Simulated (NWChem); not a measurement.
# dimethyl ether (C₂H₆O)

SMILES: COC
```xyz
9

C     -1.1611     0.0000    -0.1881
O      0.0000     0.0000     0.5778
C      1.1611     0.0000    -0.1881
H     -1.2330    -0.8952    -0.8395
H     -1.2330     0.8952    -0.8395
H     -2.0215     0.0000     0.4963
H      1.2330    -0.8952    -0.8395
H      2.0215     0.0000     0.4963
H      1.2330     0.8952    -0.8395
```
Charge 0, spin multiplicity 1.

Everything below was run with NWChem. All single points use one geometry, from PBE0/def2-SVP, a minimum by its harmonic frequencies.

Symmetry labels belong to the abelian group C2v used in the runs, with the axes of the coordinates shown.

The correlated methods keep 3 core orbitals frozen.

Q: List the 4 singlet excitations that EOM-CCSD/def2-SVP, 3 core orbitals frozen gives, with oscillator strengths.

A: 
```tsv
state	symmetry	energy (eV)	wavelength (nm)	f
1	b2	8.41	148	0.093
2	a2	9.91	125	0.000
3	a1	10.30	120	0.044
4	b1	11.32	110	0.054
```
These are the lowest roots of each symmetry, so higher states are missing between them.
